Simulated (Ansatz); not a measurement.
System: SiO, charge 0, singlet. SiO (oxosilicon, SMILES [O+]#[Si-]).
B3LYP-D3(BJ)/def2-TZVP minimum from Ansatz (an electronic-structure program):
```xyz
2

Si     0.0000     0.0000    -0.5502
O      0.0000     0.0000     0.9629
```

Hartree-Fock and MP2 correlation energies in hartree (Ansatz). Open shells are spin-unrestricted; no spin-orbit coupling. Correlated methods leave the cores frozen. No relativity. The T1 diagnostic of OSi ([O+]#[Si-], singlet) reaches 0.030 in the sets run.

| basis | X | E(HF) | E(corr, MP2) |
|---|---|---|---|
| cc-pV(T+d)Z | 3 | -363.84295 | -0.33654 |
| cc-pV(Q+d)Z | 4 | -363.85217 | -0.36154 |
| cc-pV(5+d)Z | 5 | -363.85447 | withheld |

Fit E(corr) = E∞ + A/X³ to X = 3 and 4, predict X = 5, and compare with the run.

A = (-0.33654 - (-0.36154))/(1/27 - 1/64) = 1.1676; E∞ = -0.36154 - A/64 = -0.37978; at X = 5, E∞ + A/125 = -0.37044. The run gave -0.37257, 2.13 mEh below the prediction. The same form on X = 4 and 5 gives E∞ = -0.38414, 4.36 mEh below the first estimate.
